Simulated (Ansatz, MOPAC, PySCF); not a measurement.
Potential energy curve for CN, doublet. Each curve is given relative to its own lowest point near equilibrium.

```csv
R / Å,A,B,C
0.86,11.983,10.378,8.752
0.93,6.095,5.092,4.544
1.00,2.648,2.068,1.893
1.04,1.450,1.054,0.950
1.08,0.668,0.423,0.353
1.12,0.214,0.094,0.052
1.16,0.015,0.000,0.000
1.19,0.000,0.051,0.098
1.21,0.042,0.131,0.219
1.29,0.519,0.732,1.043
1.32,0.792,1.039,1.444
1.44,2.147,2.227,2.720
1.56,3.534,3.404,3.916
1.73,5.087,4.877,5.451
1.90,6.406,5.954,6.581
2.09,7.445,6.771,7.211
2.36,8.334,7.342,—
2.53,8.663,7.506,—
2.81,8.989,7.643,—
3.10,9.172,7.707,—
3.46,9.293,7.743,—
4.08,9.372,7.764,—
4.65,—,7.769,—
```

Energies in eV.

Match the curves with the methods MOPAC with AM1, unrestricted, heats of formation; PySCF with unrestricted LDA (SVWN5)/6-31G*, spherical d; unrestricted PBE0/cc-pVQZ (Ansatz, a program for electronic structure).

A is UKS-LDA (SVWN5)/6-31G*; B is UKS-PBE0; C is AM1.

Dashes: no converged value, or the column stops at the first point that the program doubted or that broke a chosen test of continuity, which isn't proof of a fault.

The unrestricted solution behind UKS-PBE0 changes between 2.09 and 2.36 Å, which can leave a kink. The unrestricted determinant behind UKS-PBE0 is spin-contaminated at 1.56 to 4.65 Å (<S²> up to 2.8, against 0.75 for a pure doublet). The unrestricted solution behind UKS-LDA (SVWN5)/6-31G* changes between 1.90 and 2.09 Å and between 2.09 and 2.36 Å and between 4.08 and 4.65 Å, which can leave a kink. The unrestricted determinant behind UKS-LDA (SVWN5)/6-31G* is spin-contaminated at 1.90 to 4.08 Å (<S²> up to 2.7, against 0.75 for a pure doublet).
